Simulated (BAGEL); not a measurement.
# CH6PSi− (SMILES [SiH3]C[PH-]): HF/STO-3G (density fitting with qzvpp-jkfit)

What is the vertical singlet–triplet gap of CH6PSi− at HF/STO-3G (density fitting with qzvpp-jkfit)? 

The calculation is run with BAGEL 1.2.2.

**1. Starting point**

CH6PSi− has 9 atoms, charge -1, and is taken as a singlet. As SMILES, `[SiH3]C[PH-]`. Geometry: relaxed at GFN2-xTB. This is one conformer, not always the lowest.

Bond lengths: Si1–C2 1.880 Å, C2–P3 1.870 Å, Si1–H4 1.465 Å, Si1–H5 1.491 Å, Si1–H6 1.470 Å, C2–H7 1.093 Å, C2–H8 1.093 Å, P3–H9 1.367 Å. Some angles: Si1–C2–P3 109.2°, Si1–C2–H7 111.0°, Si1–C2–H8 112.9°, P3–C2–H7 106.0°, P3–C2–H8 110.1°, C2–Si1–H4 112.8°, C2–Si1–H5 111.1°, C2–Si1–H6 112.8°, C2–P3–H9 93.7°, H7–C2–H8 107.5°.

**2. A single-point energy at HF/STO-3G (density fitting with qzvpp-jkfit)**

input.json reads:

```json
{ "bagel": [

{
  "title": "molecule",
  "basis": "sto-3g",
  "df_basis": "qzvpp-jkfit",
  "angstrom": true,
  "geometry": [
    { "atom": "Si", "xyz": [   -0.853540,    0.242740,   -0.615860 ] },
    { "atom": "C", "xyz": [    0.898270,   -0.137970,   -0.049350 ] },
    { "atom": "P", "xyz": [    0.828870,   -1.136870,    1.529700 ] },
    { "atom": "H", "xyz": [   -1.624840,   -0.963790,   -0.923120 ] },
    { "atom": "H", "xyz": [   -0.849130,    1.052440,   -1.867700 ] },
    { "atom": "H", "xyz": [   -1.597930,    1.064120,    0.349380 ] },
    { "atom": "H", "xyz": [    1.417680,   -0.764720,   -0.778630 ] },
    { "atom": "H", "xyz": [    1.502470,    0.760760,    0.100680 ] },
    { "atom": "H", "xyz": [    0.278150,   -0.116710,    2.254910 ] }
  ]
},
{ "title": "hf", "charge": -1 },
{ "title": "print", "file": "orbitals.molden", "orbitals": true }

]}
```

Launch:

```console
$ BAGEL_NUM_THREADS=1 BAGEL input.json > input.out
```

Output:

```text
* using 1 threads per process

  ===============================================================
  ===============================================================

  *** Geometry ***

  { "atom" : "Si", "xyz" : [     -1.612957,      0.458712,     -1.163807 ] },
  { "atom" : "C", "xyz" : [      1.697484,     -0.260726,     -0.093258 ] },
  { "atom" : "P", "xyz" : [      1.566337,     -2.148373,      2.890714 ] },
  { "atom" : "H", "xyz" : [     -3.070503,     -1.821299,     -1.744444 ] },
  { "atom" : "H", "xyz" : [     -1.604623,      1.988823,     -3.529441 ] },
  { "atom" : "H", "xyz" : [     -3.019650,      2.010895,      0.660233 ] },
  { "atom" : "H", "xyz" : [      2.679027,     -1.445111,     -1.471397 ] },
  { "atom" : "H", "xyz" : [      2.839257,      1.437628,      0.190258 ] },
  { "atom" : "H", "xyz" : [      0.525627,     -0.220550,      4.261162 ] },

  Number of auxiliary basis functions:      439

  Since a DF basis is specified, we compute 2- and 3-index integrals:
    o Being stored without compression. Storage requirement is 0.003 GB

  Number of basis functions:       29
  Number of electrons      :       41

    * METHOD: MOLECULE                             0.11

  *** RHF ***

  === Nuclear Repulsion ===
   140.8355910715

      * DIIS with orbital gradients will be used.

  === RHF iteration (sto-3g) ===
      0       -663.12168873          0.01178590           0.01
      1       -663.17617997          0.00247703           0.01
      2       -663.17880130          0.00077079           0.01
      3       -663.17908579          0.00022600           0.01
      4       -663.17911260          0.00004003           0.01
      5       -663.17911360          0.00000492           0.01
      6       -663.17911361          0.00000082           0.01
      7       -663.17911361          0.00000014           0.01
      8       -663.17911361          0.00000003           0.01
      9       -663.17911361          0.00000001           0.01
    * SCF iteration converged.

    * Permanent dipole moment:
           (    0.840705,    -0.776589,     1.415684) a.u.

    * METHOD: HF                                   0.18

    * METHOD: PRINT                                0.00

  ===============================================================
```

It took 0.42 s on 1 thread of Arm Neoverse V2, shared host.

**3. The triplet**

job.json reads:

```json
{ "bagel" : [

{
  "title" : "molecule",
  "basis" : "sto-3g",
  "df_basis" : "qzvpp-jkfit",
  "angstrom" : "true",
  "geometry" : [
    { "atom" : "Si", "xyz" : [      -0.853540,       0.242740,      -0.615860 ] },
    { "atom" : "C", "xyz" : [       0.898270,      -0.137970,      -0.049350 ] },
    { "atom" : "P", "xyz" : [       0.828870,      -1.136870,       1.529700 ] },
    { "atom" : "H", "xyz" : [      -1.624840,      -0.963790,      -0.923120 ] },
    { "atom" : "H", "xyz" : [      -0.849130,       1.052440,      -1.867700 ] },
    { "atom" : "H", "xyz" : [      -1.597930,       1.064120,       0.349380 ] },
    { "atom" : "H", "xyz" : [       1.417680,      -0.764720,      -0.778630 ] },
    { "atom" : "H", "xyz" : [       1.502470,       0.760760,       0.100680 ] },
    { "atom" : "H", "xyz" : [       0.278150,      -0.116710,       2.254910 ] }
  ]
},

{ "title" : "uhf", "charge" : -1, "nopen" : 2 },

{ "title" : "print", "file" : "orbitals.molden", "orbitals" : "true" }

]}
```

Launch:

```console
$ BAGEL_NUM_THREADS=1 BAGEL job.json > job.out
```

Output:

```text
* using 1 threads per process

  ===============================================================
  ===============================================================

  *** Geometry ***

  { "atom" : "Si", "xyz" : [     -1.612957,      0.458712,     -1.163807 ] },
  { "atom" : "C", "xyz" : [      1.697484,     -0.260726,     -0.093258 ] },
  { "atom" : "P", "xyz" : [      1.566337,     -2.148373,      2.890714 ] },
  { "atom" : "H", "xyz" : [     -3.070503,     -1.821299,     -1.744444 ] },
  { "atom" : "H", "xyz" : [     -1.604623,      1.988823,     -3.529441 ] },
  { "atom" : "H", "xyz" : [     -3.019650,      2.010895,      0.660233 ] },
  { "atom" : "H", "xyz" : [      2.679027,     -1.445111,     -1.471397 ] },
  { "atom" : "H", "xyz" : [      2.839257,      1.437628,      0.190258 ] },
  { "atom" : "H", "xyz" : [      0.525627,     -0.220550,      4.261162 ] },

  Number of auxiliary basis functions:      439

  Since a DF basis is specified, we compute 2- and 3-index integrals:
    o Being stored without compression. Storage requirement is 0.003 GB

  Number of basis functions:       29
  Number of electrons      :       41

    * METHOD: MOLECULE                             0.11

  *** Open-shell HF ***

  === Nuclear Repulsion ===
   140.8355910715

      * DIIS with orbital gradients will be used.

  === UHF iteration (sto-3g) ===
      0       -662.92005320          0.01814039           0.02
      1       -662.96285091          0.00382203           0.02
      2       -662.96866377          0.00190907           0.02
      3       -662.97034187          0.00086782           0.02
      4       -662.97149580          0.00045954           0.02
      5       -662.97196750          0.00021848           0.02
      6       -662.97211279          0.00012054           0.02
      7       -662.97218392          0.00005627           0.02
      8       -662.97219768          0.00003879           0.02
      9       -662.97220632          0.00002071           0.02
     10       -662.97220838          0.00000461           0.02
     11       -662.97220848          0.00000206           0.02
     12       -662.97220850          0.00000106           0.02
     13       -662.97220850          0.00000042           0.02
     14       -662.97220850          0.00000016           0.02
     15       -662.97220850          0.00000006           0.02
     16       -662.97220850          0.00000002           0.02
     17       -662.97220850          0.00000001           0.02
     18       -662.97220850          0.00000001           0.02
    * SCF iteration converged.

    * S^2 (UHF) is 2.0167

    * Permanent dipole moment:
           (    0.499405,    -0.311273,     0.609196) a.u.

    * METHOD: UHF                                  0.51

    * METHOD: PRINT                                0.00

  ===============================================================
```

Run time: 0.74 s. Hardware: 1 thread of Arm Neoverse V2, shared host.

**4. Results**

At HF/STO-3G (density fitting with qzvpp-jkfit):

| quantity | value |
| --- | --- |
| singlet: total energy | -663.17911 Eh |
| singlet: HOMO energy | 4.92 eV |
| singlet: LUMO energy | 19.35 eV |
| singlet: HOMO–LUMO gap (to an unbound level, set by the basis) | 14.43 eV |
| triplet: total energy | -662.97221 Eh |
| triplet: ⟨S²⟩ | 2.017 |
| vertical energy of the triplet above the singlet | 5.630 eV |

**Reading.** At this shape the triplet lies 5.63 eV (543 kJ/mol) above the singlet. For an anion a state so high probably lies above electron detachment. In a minimal basis such a difference can be off by several eV, whatever the method. The HOMO (singlet) lies at positive energy, 4.92 eV: the electron is unbound at this level or held by a compact basis; values depend on the basis.
